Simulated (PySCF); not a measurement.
C₂H₇N, SMILES CCN (connectivity only; charge and spin as stated), charge +1, multiplicity 2.

The structure is a stationary point at B3LYP-D3(BJ)/def2-TZVP. The multiplicity is an assumed one; other spin states were not compared. The values are those of a single conformer.

All values below come from B3LYP-D3(BJ)/def2-TZVP run with PySCF.

No scaling factor is applied to the harmonic values.

```json
[
 {"mode": "1", "ν (cm⁻¹)": "76", "IR (km/mol)": "10.5", "moving atoms (share of kinetic energy)": "H 98 %"},
 {"mode": "2", "ν (cm⁻¹)": "219", "IR (km/mol)": "0.7", "moving atoms (share of kinetic energy)": "H 92 %"},
 {"mode": "3", "ν (cm⁻¹)": "401", "IR (km/mol)": "1.9", "moving atoms (share of kinetic energy)": "H 43 %, C 37 %, N 20 %"},
 {"mode": "4", "ν (cm⁻¹)": "634", "IR (km/mol)": "103.6", "moving atoms (share of kinetic energy)": "H 86 %, C 11 %"},
 {"mode": "5", "ν (cm⁻¹)": "746", "IR (km/mol)": "39.8", "moving atoms (share of kinetic energy)": "H 76 %, N 15 %, C 9 %"},
 {"mode": "6", "ν (cm⁻¹)": "885", "IR (km/mol)": "22.9", "moving atoms (share of kinetic energy)": "C 49 %, H 28 %, N 23 %"},
 {"mode": "7", "ν (cm⁻¹)": "958", "IR (km/mol)": "8.7", "moving atoms (share of kinetic energy)": "H 84 %, C 10 %"},
 {"mode": "8", "ν (cm⁻¹)": "1057", "IR (km/mol)": "10.1", "moving atoms (share of kinetic energy)": "H 71 %, C 24 %"},
 {"mode": "9", "ν (cm⁻¹)": "1074", "IR (km/mol)": "31.7", "moving atoms (share of kinetic energy)": "C 47 %, H 36 %, N 16 %"},
 {"mode": "10", "ν (cm⁻¹)": "1181", "IR (km/mol)": "19.0", "moving atoms (share of kinetic energy)": "H 57 %, C 37 %"},
 {"mode": "11", "ν (cm⁻¹)": "1202", "IR (km/mol)": "2.1", "moving atoms (share of kinetic energy)": "H 85 %, C 14 %"},
 {"mode": "12", "ν (cm⁻¹)": "1332", "IR (km/mol)": "62.5", "moving atoms (share of kinetic energy)": "H 93 %"},
 {"mode": "13", "ν (cm⁻¹)": "1375", "IR (km/mol)": "4.4", "moving atoms (share of kinetic energy)": "H 62 %, C 35 %"},
 {"mode": "14", "ν (cm⁻¹)": "1435", "IR (km/mol)": "13.1", "moving atoms (share of kinetic energy)": "H 80 %, C 20 %"},
 {"mode": "15", "ν (cm⁻¹)": "1487", "IR (km/mol)": "15.5", "moving atoms (share of kinetic energy)": "H 96 %"},
 {"mode": "16", "ν (cm⁻¹)": "1490", "IR (km/mol)": "16.6", "moving atoms (share of kinetic energy)": "H 97 %"},
 {"mode": "17", "ν (cm⁻¹)": "1622", "IR (km/mol)": "46.2", "moving atoms (share of kinetic energy)": "H 87 %, N 12 %"},
 {"mode": "18", "ν (cm⁻¹)": "2844", "IR (km/mol)": "18.4", "moving atoms (share of kinetic energy)": "H 92 %"},
 {"mode": "19", "ν (cm⁻¹)": "2873", "IR (km/mol)": "105.1", "moving atoms (share of kinetic energy)": "H 95 %"},
 {"mode": "20", "ν (cm⁻¹)": "3052", "IR (km/mol)": "2.7", "moving atoms (share of kinetic energy)": "H 97 %"},
 {"mode": "21", "ν (cm⁻¹)": "3119", "IR (km/mol)": "0.3", "moving atoms (share of kinetic energy)": "H 91 %, C 9 %"},
 {"mode": "22", "ν (cm⁻¹)": "3139", "IR (km/mol)": "0.0", "moving atoms (share of kinetic energy)": "H 91 %, C 9 %"},
 {"mode": "23", "ν (cm⁻¹)": "3436", "IR (km/mol)": "114.3", "moving atoms (share of kinetic energy)": "H 96 %"},
 {"mode": "24", "ν (cm⁻¹)": "3547", "IR (km/mol)": "143.4", "moving atoms (share of kinetic energy)": "H 90 %, N 10 %"}
]
```
